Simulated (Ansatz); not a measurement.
System: pyrite RuS2. Method: r²SCAN (PAW; Ansatz, a quantum-chemistry and plane-wave program).

Input:

Ansatz 0.2 input:
```yaml
crystal:
  lattice:
    - [5.5940468838, 0.0, 0.0]
    - [0.0, 5.5940468838, 0.0]
    - [0.0, 0.0, 5.5940468838]
  atoms:
    - { symbol: Ru, position: [0.0, 0.5, 0.5] }
    - { symbol: Ru, position: [0.5, 0.0, 0.5] }
    - { symbol: Ru, position: [0.0, 0.0, 0.0] }
    - { symbol: Ru, position: [0.5, 0.5, 0.0] }
    - { symbol: S, position: [0.6120873368, 0.8879126632, 0.1120873368] }
    - { symbol: S, position: [0.1120873368, 0.6120873368, 0.8879126632] }
    - { symbol: S, position: [0.6120873368, 0.6120873368, 0.6120873368] }
    - { symbol: S, position: [0.3879126632, 0.3879126632, 0.3879126632] }
    - { symbol: S, position: [0.8879126632, 0.1120873368, 0.6120873368] }
    - { symbol: S, position: [0.8879126632, 0.3879126632, 0.1120873368] }
    - { symbol: S, position: [0.1120873368, 0.8879126632, 0.3879126632] }
    - { symbol: S, position: [0.3879126632, 0.1120873368, 0.8879126632] }
basis:
  ecutwfc: 560
  ecutrho_ratio: 4
  xc_grid: 3
kpoints:
  mp_grid: { grid: [6, 6, 6] }
hamiltonian:
  xc: r2scan
  dispersion: none
  pseudopotentials: { kind: paw }
scf:
  occupations: { method: fermi_dirac, width: 0.01 }
output:
  forces: true
  stress: true
  eigenvalues: true
relax:
  f_tol: 0.004
  escape_saddle: false
  max_steps: 80
```

From the output:

```
WARN output.stress: scf.convergence.dr2_threshold = 1.6e-8 eV (the default of a walk held to its f_tol) is looser than the 1.2e-9 eV advised for a printed …
Relaxation: its limit of steps is 80 (relax.max_steps)
Crystal: 12 atoms, lattice volume = 175.057 Å³
Basis set: ecut = 560 eV, 5257 PW (Γ), exchange–correlation on 135×135×135 points (27 copies of the dense FFT grid, shifted against one another)
Bands: 68, of which v1, the nominal top of the filled ones, is band 56 counted from 1 (55 counted from 0)
Symmetry: 24 space group operations
Space group: Pa-3 (ITA 205), of the structure as read, at distance tolerance 5.6e-5 Å
k-points: 24 of 216
Functional: x = r2scan, c = r2scan; τ floored in thin density (d = 2e-4 eV/Å³)
SCF iter   1: F=—  HF=-30817.559028 eV  |F-HF|=—  |Δ(HF+E_count)|=         —  Δρ=8.96e-3  dr2=9.09e-2  dr2_τ=3.02e-1
SCF iter   2: F=—  HF=-30817.752789 eV  |F-HF|=—  |Δ(HF+E_count)|=   1.94e-1  Δρ=5.62e-3  dr2=1.78e-2  dr2_τ=2.78e-3
  ...
SCF 1 converged in 7 iterations: F = -30817.756788 eV  dr2 = 2.80e-8
Crystal: 12 atoms, lattice volume = 175.057 Å³
Initial density: handed on by an earlier stage of this run
  ...
relax step   2: F+E_penalty+E_count = -30817.75678851 eV  Δ(F+E_penalty+E_count) = -1.603e-8 eV  max|allowed force component| = 2.551e-3 eV/Å  Δτ_max = 0.0000 Å  (2 SCF iters, accepted)
Crystal: 12 atoms, lattice volume = 175.057 Å³
SCF iter   1: F=—  HF=-30817.756789 eV  |F-HF|=—  |Δ(HF+E_count)|=         —  Δρ=1.53e-6  dr2=2.88e-9  dr2_τ=1.14e-9
SCF iter   2: F=-30817.756789 eV  HF=-30817.756789 eV  |F-HF|=9.35e-10  |Δ(HF+E_count)|=   1.18e-9  Δρ=9.19e-7  dr2=1.02e-9  dr2_τ=7.17e-11
SCF 3 converged in 2 iterations: F = -30817.756789 eV  dr2 = 1.02e-9
SCF converged after 2 iterations
Free energy (F): -30817.756789 eV
Internal energy: -30817.756789 eV  (E = F + TS)
E sigma→0 (E₀):  -30817.756789 eV
Fermi energy:    13.836387 eV
--- Forces (eV/Å), atoms counted from 1 ---
  atom   1  Ru     0.00000000    -0.00000000     0.00000000
  atom   2  Ru     0.00000000    -0.00000000     0.00000000
  atom   3  Ru     0.00000000    -0.00000000    -0.00000000
  atom   4  Ru     0.00000000    -0.00000000    -0.00000000
  atom   5  S      0.00254872    -0.00254872     0.00254872
  atom   6  S      0.00254872     0.00254872    -0.00254872
  atom   7  S      0.00254872     0.00254872     0.00254872
  atom   8  S     -0.00254872    -0.00254872    -0.00254872
  atom   9  S     -0.00254872     0.00254872     0.00254872
  atom  10  S     -0.00254872    -0.00254872     0.00254872
  atom  11  S      0.00254872    -0.00254872    -0.00254872
  atom  12  S     -0.00254872     0.00254872    -0.00254872
--- Stress (GPa, compression-positive) ---
        3.884892       0.000000       0.000000
        0.000000       3.884892       0.000000
        0.000000       0.000000       3.884892
  P = ⅓ Tr σ = 3.8849 GPa (38.849 kbar)
```

The cell is one volume of an energy–volume scan, off the minimum.

The PAW data were made under PBE.

The result took very roughly 90 core-seconds.
